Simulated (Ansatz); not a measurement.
How the elastic constant C12 of 2H WS2 moves with the method

No measured value is used here.

```json
[
 {"level (code)": "LDA (Ansatz)", "value (GPa)": "56.3", "cell (Å³/atom)": "17.16"},
 {"level (code)": "PBEsol (Ansatz)", "value (GPa)": "…", "cell (Å³/atom)": "18.13"},
 {"level (code)": "r²SCAN (Ansatz)", "value (GPa)": "55.6", "cell (Å³/atom)": "19.10"}
]
```

**Question.** Complete the blanks.

**Answer.** 
- PBEsol (Ansatz, a program for electronic structure), value (GPa): 50.7

Density-functional levels without +SOC have no spin–orbit coupling. LDA, PBEsol, r²SCAN: the cell comes from a level without a dispersion term, which matters for the spacing of layers, chains or molecules. Each level is taken at its own relaxed cell. Cutoffs differ between the levels. Ansatz's density-functional and Hartree–Fock values are scalar-relativistic unless marked +SOC, with PAW data made under PBE.
